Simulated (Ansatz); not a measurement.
# NaHO: small, medium and large basis sets

Aim: see how fast density functionals converge with the basis set for NaHO.

Computed with Ansatz 0.2.0, Gaussian basis. Level: one geometry, several basis sets.

Plan: PBE0-D4/def2-SVP; ωB97M-V/def2-SVP; PBE0-D4/def2-QZVPP; ωB97M-V/def2-QZVPP; the functionals' def2-TZVPP values are taken from earlier runs.

### 1 The relaxed structure

The geometry comes from an earlier relaxation with PBE0-D4 in a triple-zeta def2 set; it is a stationary point.

SMILES `[OH][Na]`, 3 atoms, charge 0, spin multiplicity 1.

Atoms are counted from 1 here; the program's logs count them from 0.

Bond lengths: O1–Na2 1.929 Å, O1–H3 0.951 Å. Angles: Na2–O1–H3 179.9°.

As a file:

```csv
atom,x (Å),y (Å),z (Å)
O1,-0.2898,-0.0139,-0.1602
Na2,1.4037,-0.0573,0.7622
H3,-1.1249,0.0063,-0.6152
```

### 2 PBE0-D4 in def2-SVP

in.yaml

```yaml
crystal:
  periodic: [false, false, false]
  atoms:
    - {symbol: O, position_ang: [-0.289794, -0.013943, -0.160195]}
    - {symbol: Na, position_ang: [1.403727, -0.057262, 0.762191]}
    - {symbol: H, position_ang: [-1.124933, 0.006305, -0.615197]}
basis:
  gaussian: {orbitals: def2-SVP}
hamiltonian: {xc: pbe0, dispersion: d4}
output: {orbitals: {seedname: orbitals}}
```

The run is started by

```console
ansatz run in.yaml --threads 2 --pin off --events-out ev --progress --plain --max-ram 32768MiB --backend cpu
```

Further steps of the session: ωB97M-V in def2-SVP; PBE0-D4 in def2-QZVPP; ωB97M-V in def2-QZVPP.

**Question.** What will the summary of the whole plan be? Wanted: PBE0-D4: double and triple zeta above quadruple; ωB97M-V: double and triple zeta above quadruple.

**Answer**, as computed:

| quantity | value |
| --- | --- |
| PBE0-D4: double and triple zeta above quadruple | 4.78, 0.36 eV |
| ωB97M-V: double and triple zeta above quadruple | 4.84, 0.35 eV |

**Reading.** PBE0-D4 gains 4.42 eV from double to triple zeta, then 0.36 eV more. Total energies overstate the basis error of differences, where much of it tends to cancel.
